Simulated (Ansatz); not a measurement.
**UCCSDT/STO-3G run of NO (nitric oxide)**

What is the energy change on altering one bond length of NO (nitric oxide) at UCCSDT/STO-3G? 

Program for the calculation: Ansatz 0.2.0.

32 further runs of the same task are left out: 2 that didn't finish, 30 set aside as unsound or not needed.

**1. The system as given**

NO has 2 atoms, charge 0, and is taken as a doublet. SMILES: `[N]=O`. The coordinates come from a PBE0-D4/def2-TZVP relaxation.

Bond lengths: N1–O2 1.140 Å.

**2. The energy at UCCSDT/STO-3G**

Input file run.yaml:

```yaml
basis:
  gaussian:
    orbitals: STO-3G
crystal:
  periodic: [false, false, false]
  atoms:
    - {symbol: N, position_ang: [-0.483620, 0.177030, -0.243990]}
    - {symbol: O, position_ang: [0.483620, -0.177030, 0.243990]}
correlation:
  method: ccsdt
  frozen_orbitals: {"N": 1, O: 1}
magnetization:
  spin_polarized: true
  initial_magnetization: 1
scf:
  omitted_lower_state_checks: [cluster_reference, increment]
total_charge: 0
accuracy: high
```

Command:

```console
$ ansatz run run.yaml --threads 1 --pin off --max-ram 3480MiB --events-out events.jsonl --progress --plain --runs-dir runs
```

The program printed (excerpt; [...] marks lines left out):

```text
Warning: RAYON_NUM_THREADS=1 ignored (pool sized by the plan → 1); use --threads N
Functional definition: HF
  name "HF"
[...]
149 factors; integrals over basis functions are off by at most 3.2e-8 eV
[...]
mean field -3470.17433078 eV, -127.5265544874 hartree, gradient 2.5e-8 eV, S^2 0.911108; 2 other end points of the search recorded, 0 dependent functions left out
2 core orbitals not correlated: weight in the atoms' cores, before any rotation towards them, 1.000 or more for the frozen orbitals, at most 0.000 for the correlated occupied ones
reference -3470.17433078 eV, -127.5265544874 hartree; 6, 5 occupied and 2, 3 virtual orbitals, 149 factors
second order -2.61741245 eV of doubles, -0.00000000 eV of singles
cycle   1  -2.82753569 eV  change   -2.1e-1 eV  update   8.9e-2
[...]
cycle  24  -3.44368795 eV  change  -5.0e-10 eV  update  4.7e-10
Total energy: -3473.61801872 eV, -127.6531076853 hartree
Checks for a lower state left out: cluster_reference, increment
```

Wall time 0.7 s (1 thread of Arm Neoverse V1, shared host).

**3. The distorted shape, same level**

Input file in.yaml:

```yaml
crystal:
  periodic: [false, false, false]
  atoms:
    - {symbol: "N", position_ang: [-0.725438, 0.265548, -0.365989]}
    - {symbol: O, position_ang: [0.483620, -0.177030, 0.243990]}
basis:
  gaussian:
    orbitals: STO-3G
magnetization:
  spin_polarized: true
  initial_magnetization: 1
correlation:
  method: ccsdt
  frozen_orbitals: {"N": 1, O: 1}
accuracy: high
scf:
  omitted_lower_state_checks: [cluster_reference, increment]
```

Command:

```console
$ ansatz run in.yaml --threads 1 --pin off --max-ram 3480MiB --events-out events.jsonl --progress --plain --runs-dir runs
```

The program printed (excerpt; [...] marks lines left out):

```text
Warning: RAYON_NUM_THREADS=1 ignored (pool sized by the plan → 1); use --threads N
[... 2 set-up lines as earlier in the session ...]
[...]
149 factors; integrals over basis functions are off by at most 4.7e-8 eV
[...]
mean field -3470.67038293 eV, -127.5447840677 hartree, gradient 4.5e-8 eV, S^2 1.638440; 12 other end points of the search recorded, 0 dependent functions left out
2 core orbitals not correlated: weight in the atoms' cores, before any rotation towards them, 1.000 or more for the frozen orbitals, at most 0.000 for the correlated occupied ones
reference -3470.67038293 eV, -127.5447840677 hartree; 6, 5 occupied and 2, 3 virtual orbitals, 149 factors
second order -1.13432464 eV of doubles, -0.00000000 eV of singles
cycle   1  -1.40019162 eV  change   -2.7e-1 eV  update   8.1e-2
[...]
cycle  45  -2.80896837 eV  change   1.1e-10 eV  update  6.4e-11
Total energy: -3473.47935129 eV, -127.6480117512 hartree
Checks for a lower state left out: cluster_reference, increment
```

It took 0.85 s on 1 thread of Arm Neoverse V1, shared host.

**4. Summary of results**

Level: UCCSDT/STO-3G, 2 core orbitals frozen.

| quantity | value |
| --- | --- |
| first shape: total energy | -127.65311 Eh |
| first shape: correlation energy (2 core orbitals frozen) | -126.6 mEh |
| first shape: ⟨S²⟩ of the reference determinant | 0.911 |
| first shape: T1 diagnostic | 0.051 |
| distorted shape: total energy | -127.64801 Eh |
| distorted shape: correlation energy (2 core orbitals frozen) | -103.2 mEh |
| distorted shape: ⟨S²⟩ of the reference determinant | 1.638 |
| distorted shape: T1 diagnostic | 0.110 |
| energy change with the N1–O2 bond stretched from 1.140 to 1.425 Å | 0.139 eV |

With the N1–O2 bond stretched from 1.140 to 1.425 Å the energy rises by 0.14 eV (13.4 kJ/mol). The first shape isn't relaxed at this level, so the change isn't measured from a minimum. The minimal basis adds a large error of its own. ⟨S²⟩ (first shape) is 0.91 where a pure doublet has 0.75: the reference is spin-contaminated. The T1 diagnostic (first shape) of 0.051 is above the customary mark for such species, so a single reference may not serve. ⟨S²⟩ (distorted shape) is 1.64 where a pure doublet has 0.75: the reference is spin-contaminated. The T1 diagnostic (distorted shape) of 0.110 is above the customary mark for such species, so a single reference may not serve.
